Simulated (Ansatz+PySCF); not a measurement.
Results of a calculation; reference values are marked as such.
# Several solutions for singlet C₂

```yaml
atoms:
  - { symbol: C, position_ang: [0.0000, 0.0000, -1.0677] }
  - { symbol: C, position_ang: [0.0000, 0.0000, 1.0677] }
```

Basis set: 6-31G (spherical functions). Charge 0, multiplicity 1.

PBE0 (unrestricted) was run from several starts with Ansatz (development build ahead of 0.2.0) and PySCF 2.14.0.

| run | program | start | converged | energy (hartree) | <S²> |
| --- | --- | --- | --- | --- | --- |
| A | Ansatz | atomic start, no search | yes | -75.59450 | 0.00 |
| B | PySCF | program defaults | yes | -75.62249 | 1.00 |
| C | Ansatz | search for the lowest state | yes | -75.63303 | 1.68 |
| D | Ansatz | stability test followed | yes | -75.63303 | 1.68 |

Task: Which runs reached the lowest solution of this kind, and what is wrong with the others?

Result: C, D reached the lowest solution found. Converged but too high: A by 1.05 eV, B by 0.29 eV. Convergence only shows a stationary point, and even a stable one can lie too high; stability tests and further starts are what find lower ones. Caution: the unrestricted determinant is a mixture of spin states.
